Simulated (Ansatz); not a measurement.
Input file:

```yaml
crystal:
  periodic: [false, false, false]
  atoms:
    - {symbol: Al, position_ang: [0.000000, -0.107766, 0.567543]}
    - {symbol: C, position_ang: [0.000000, 0.196499, -1.243154]}
    - {symbol: H, position_ang: [0.000000, 0.856616, 1.824835]}
    - {symbol: H, position_ang: [0.000000, -0.313339, -2.203862]}
basis:
  gaussian: {orbitals: 6-31G}
magnetization: {spin_polarized: false, initial_magnetization: 3}
correlation: {method: ccsd_t, electrons: outside_noble_gas}
```

```sh
$ ansatz run in.yaml --threads 1 --pin off --events-out ev --progress --plain --max-ram 4096MiB --backend cpu
```

The program prints:

```
329 factors; integrals over basis functions are off by at most 2.6e-4 eV
mean field evaluation 1: about -7638.9445 eV, gradient 9.5e0 eV
mean field evaluation 2: about -7638.9477 eV, gradient 9.6e0 eV
mean field evaluation 4: about -7639.8565 eV, gradient 6.7e-1 eV
mean field evaluation 8: about -7639.8669 eV, gradient 3.4e-4 eV
mean field evaluation 16: about -7639.8623 eV, gradient 1.1e-1 eV
mean field evaluation 32: about -7637.8712 eV, gradient 7.6e-1 eV
mean field -7639.86690074 eV, -280.7599301145 hartree, gradient 3.5e-6 eV, S^2 3.750000; 1 other end points of the search recorded, 0 dependent functions left out
determinant -7639.86690074 eV, -280.7599301145 hartree, with singles and doubles -7642.57455096 eV, -280.8594344248 hartree
determinant -7637.88425111 eV, -280.6870690845 hartree, with singles and doubles -7640.81407265 eV, -280.7947380399 hartree
6 core orbitals not correlated: weight in the atoms' cores, before any rotation towards them, 1.000 or more for the frozen orbitals, at most 0.000 for the correlated occupied ones
reference -7639.86690074 eV, -280.7599301145 hartree; 6, 3 occupied and 14, 17 virtual orbitals, 329 factors
second order -1.99271247 eV of doubles, -0.07229399 eV of singles
cycle   1  -2.70772026 eV  change   -7.0e-5 eV  update   5.6e-4
cycle   2  -2.70784638 eV  change   -1.3e-4 eV  update   3.8e-4
cycle   3  -2.70787869 eV  change   -3.2e-5 eV  update   1.6e-4
cycle   4  -2.70786894 eV  change    9.8e-6 eV  update   6.6e-5
cycle   5  -2.70790067 eV  change   -3.2e-5 eV  update   1.8e-5
cycle   6  -2.70792034 eV  change   -2.0e-5 eV  update   7.0e-6
cycle   7  -2.70792423 eV  change   -3.9e-6 eV  update   3.2e-6
perturbative correction -0.04395528 eV, -0.0016153268 hartree
Total energy: -7642.61878025 eV, -280.8610598212 hartree
```

For the same geometry and basis full CI lies 18.6 meV lower.

Ran on 1 thread of AMD EPYC 7R13, shared host: 0.57 s wall, 0.09 GiB peak host memory.
